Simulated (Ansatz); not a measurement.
## Molecular dynamics, step by step

SiH$_{6}$O$_{2}$ (SMILES O.[SiH3]O), singlet, r2SCAN-D4/def2-SVP (Ansatz 0.2.0). Settings (timestep in fs, temperature in K; T counts 21 degrees of freedom):

```yaml
hamiltonian: {xc: r2scan, dispersion: d4}
md: {n_steps: 80, timestep: 0.5, temperature: 300, ensemble: nvt_nose_hoover, seed: 473, initial_velocities: maxwell_boltzmann}
```

Start (the SMILES describes the start alone):

```json
{"atom": "O1", "x (Å)": "0.1466", "y (Å)": "-0.0488", "z (Å)": "-2.2092"}
{"atom": "H2", "x (Å)": "-0.7520", "y (Å)": "0.0339", "z (Å)": "-2.5372"}
{"atom": "H3", "x (Å)": "0.4295", "y (Å)": "-0.9400", "z (Å)": "-2.4275"}
{"atom": "Si4", "x (Å)": "-0.0839", "y (Å)": "0.0558", "z (Å)": "1.5455"}
{"atom": "O5", "x (Å)": "0.6957", "y (Å)": "0.8926", "z (Å)": "0.3769"}
{"atom": "H6", "x (Å)": "0.2785", "y (Å)": "-1.3923", "z (Å)": "1.5417"}
{"atom": "H7", "x (Å)": "0.3096", "y (Å)": "0.6493", "z (Å)": "2.8460"}
{"atom": "H8", "x (Å)": "-1.5678", "y (Å)": "0.1345", "z (Å)": "1.4044"}
{"atom": "H9", "x (Å)": "0.5439", "y (Å)": "0.6148", "z (Å)": "-0.5406"}
```

```json
{"step": "0", "time (fs)": "0.00", "potential energy less the start (meV)": "0.0", "kinetic energy (meV)": "271.4", "T (K)": "300"}
{"step": "5", "time (fs)": "2.50", "potential energy less the start (meV)": "110.2", "kinetic energy (meV)": "162.4", "T (K)": "180"}
{"step": "10", "time (fs)": "5.00", "potential energy less the start (meV)": "125.4", "kinetic energy (meV)": "146.6", "T (K)": "162"}
{"step": "15", "time (fs)": "7.50", "potential energy less the start (meV)": "144.4", "kinetic energy (meV)": "128.0", "T (K)": "141"}
{"step": "20", "time (fs)": "10.00", "potential energy less the start (meV)": "176.5", "kinetic energy (meV)": "96.2", "T (K)": "106"}
{"step": "25", "time (fs)": "12.50", "potential energy less the start (meV)": "125.4", "kinetic energy (meV)": "147.6", "T (K)": "163"}
{"step": "30", "time (fs)": "15.00", "potential energy less the start (meV)": "38.3", "kinetic energy (meV)": "234.8", "T (K)": "259"}
{"step": "35", "time (fs)": "17.50", "potential energy less the start (meV)": "75.3", "kinetic energy (meV)": "198.9", "T (K)": "220"}
{"step": "40", "time (fs)": "20.00", "potential energy less the start (meV)": "107.5", "kinetic energy (meV)": "167.4", "T (K)": "185"}
{"step": "45", "time (fs)": "22.50", "potential energy less the start (meV)": "134.1", "kinetic energy (meV)": "141.2", "T (K)": "156"}
{"step": "50", "time (fs)": "25.00", "potential energy less the start (meV)": "209.3", "kinetic energy (meV)": "67.1", "T (K)": "74"}
{"step": "55", "time (fs)": "27.50", "potential energy less the start (meV)": "171.9", "kinetic energy (meV)": "104.7", "T (K)": "116"}
{"step": "60", "time (fs)": "30.00", "potential energy less the start (meV)": "93.0", "kinetic energy (meV)": "184.1", "T (K)": "203"}
{"step": "65", "time (fs)": "32.50", "potential energy less the start (meV)": "101.7", "kinetic energy (meV)": "177.1", "T (K)": "196"}
{"step": "70", "time (fs)": "35.00", "potential energy less the start (meV)": "100.4", "kinetic energy (meV)": "179.7", "T (K)": "199"}
{"step": "75", "time (fs)": "37.50", "potential energy less the start (meV)": "111.1", "kinetic energy (meV)": "170.1", "T (K)": "188"}
{"step": "80", "time (fs)": "40.00", "potential energy less the start (meV)": "201.5", "kinetic energy (meV)": "81.5", "T (K)": "90"}
```

Step 15, positions (Å) and forces (eV/Å):

```json
{"atom": "O1", "x": "0.126", "y": "-0.061", "z": "-2.212", "Fx": "-0.271", "Fy": "0.763", "Fz": "0.361"}
{"atom": "H2", "x": "-0.740", "y": "-0.035", "z": "-2.638", "Fx": "-0.008", "Fy": "0.023", "Fz": "0.049"}
{"atom": "H3", "x": "0.528", "y": "-0.859", "z": "-2.533", "Fx": "0.362", "Fy": "-0.747", "Fz": "-0.288"}
{"atom": "Si4", "x": "-0.086", "y": "0.054", "z": "1.547", "Fx": "-0.272", "Fy": "-0.128", "Fz": "-0.142"}
{"atom": "O5", "x": "0.699", "y": "0.894", "z": "0.400", "Fx": "0.967", "Fy": "0.954", "Fz": "0.338"}
{"atom": "H6", "x": "0.332", "y": "-1.399", "z": "1.511", "Fx": "-0.314", "Fy": "0.111", "Fz": "0.192"}
{"atom": "H7", "x": "0.350", "y": "0.668", "z": "2.852", "Fx": "-0.326", "Fy": "-0.226", "Fz": "-0.145"}
{"atom": "H8", "x": "-1.568", "y": "0.228", "z": "1.248", "Fx": "0.208", "Fy": "-0.341", "Fz": "0.517"}
{"atom": "H9", "x": "0.675", "y": "0.709", "z": "-0.534", "Fx": "-0.346", "Fy": "-0.410", "Fz": "-0.882"}
```

Step 55, positions (Å) and forces (eV/Å):

```json
{"atom": "O1", "x": "0.085", "y": "-0.095", "z": "-2.210", "Fx": "0.935", "Fy": "-0.268", "Fz": "0.164"}
{"atom": "H2", "x": "-0.710", "y": "-0.131", "z": "-2.739", "Fx": "-0.371", "Fy": "-0.040", "Fz": "-0.295"}
{"atom": "H3", "x": "0.761", "y": "-0.583", "z": "-2.726", "Fx": "-0.558", "Fy": "0.362", "Fz": "0.374"}
{"atom": "Si4", "x": "-0.101", "y": "0.046", "z": "1.536", "Fx": "-0.506", "Fy": "0.686", "Fz": "0.735"}
{"atom": "O5", "x": "0.788", "y": "0.951", "z": "0.412", "Fx": "-0.999", "Fy": "-0.811", "Fz": "0.680"}
{"atom": "H6", "x": "0.203", "y": "-1.408", "z": "1.561", "Fx": "0.279", "Fy": "-0.170", "Fz": "-0.154"}
{"atom": "H7", "x": "0.167", "y": "0.603", "z": "2.935", "Fx": "0.078", "Fy": "-0.172", "Fz": "-0.668"}
{"atom": "H8", "x": "-1.658", "y": "0.056", "z": "1.441", "Fx": "0.888", "Fy": "0.247", "Fz": "-0.319"}
{"atom": "H9", "x": "0.483", "y": "0.650", "z": "-0.464", "Fx": "0.255", "Fy": "0.166", "Fz": "-0.516"}
```

Step 70, positions (Å) and forces (eV/Å):

| atom | x | y | z | Fx | Fy | Fz |
| --- | --- | --- | --- | --- | --- | --- |
| O1 | 0.075 | -0.108 | -2.198 | 0.790 | -0.070 | 0.190 |
| H2 | -0.686 | -0.166 | -2.767 | -0.716 | 0.057 | -0.293 |
| H3 | 0.782 | -0.446 | -2.770 | -0.032 | 0.087 | 0.279 |
| Si4 | -0.108 | 0.050 | 1.538 | 1.415 | -0.251 | -1.180 |
| O5 | 0.782 | 0.935 | 0.426 | -0.139 | 0.116 | 0.990 |
| H6 | 0.326 | -1.401 | 1.451 | -0.270 | 0.209 | 0.231 |
| H7 | 0.224 | 0.609 | 2.843 | 0.054 | 0.130 | 0.587 |
| H8 | -1.536 | 0.142 | 1.285 | -0.884 | -0.012 | -0.047 |
| H9 | 0.569 | 0.779 | -0.494 | -0.218 | -0.267 | -0.756 |

Last step (80):

O1  (0.072, -0.116, -2.191)
H2  (-0.718, -0.166, -2.766)
H3  (0.810, -0.349, -2.753)
Si4  (-0.102, 0.052, 1.529)
O5  (0.771, 0.923, 0.441)
H6  (0.357, -1.372, 1.429)
H7  (0.277, 0.639, 2.907)
H8  (-1.609, 0.202, 1.166)
H9  (0.628, 0.840, -0.533)
(Å)

Hardware: 4 CPU threads of an Arm Neoverse V1, shared host. Wall time about 70 s.
